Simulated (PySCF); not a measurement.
dimethylamine (C2H7N), SMILES CNC.

The structure is a stationary point at B3LYP-D3(BJ)/def2-TZVP.

These are CAM-B3LYP/def2-TZVPD run with PySCF values and carry that method's errors.

Symmetry labels are those of the subgroup Cs that the program uses (full group Cs).

List the valence orbital energies around the gap with their symmetry. (Estimate from the structure and the level; the computed values follow.)


```
orbital  symmetry  energy (eV)
-------  --------  -----------
HOMO−7         A'       -19.17
HOMO−6         A'       -15.25
HOMO−5         A'       -13.98
HOMO−4         A"       -13.71
HOMO−3         A"       -12.33
HOMO−2         A'       -11.72
HOMO−1         A"       -11.64
HOMO           A'        -7.84
LUMO           A'         0.97
LUMO+1         A"         1.61
LUMO+2         A'         1.87
LUMO+3         A'         2.71
```
